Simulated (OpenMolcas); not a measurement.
# BN (boron nitride): name the method

BN has 2 atoms, charge 0, and is taken as a triplet. SMILES: `B#N`. The coordinates come from a PBE0-D4/def2-TZVP relaxation.

```csv
atom,x (Å),y (Å),z (Å)
B,0.0000,0.0000,-0.0235
N,0.0000,0.0000,1.2919
```

A calculation with OpenMolcas 26.06 gave:

The total energy is -77.9436 Eh, the dipole moment is 2.06 D and the HOMO energy is -9.06 eV. The LUMO energy is 4.45 eV. The ⟨S²⟩ is 2.147.

**Question.** Which of these levels gave the numbers?
A. B3LYP/STO-3G
B. HF/STO-3G
C. PBE0/STO-3G
D. PBE/STO-3G

**Answer.** B. The others give -78.3586 Eh (B3LYP/STO-3G), -78.2669 Eh (PBE0/STO-3G), -78.2575 Eh (PBE/STO-3G).
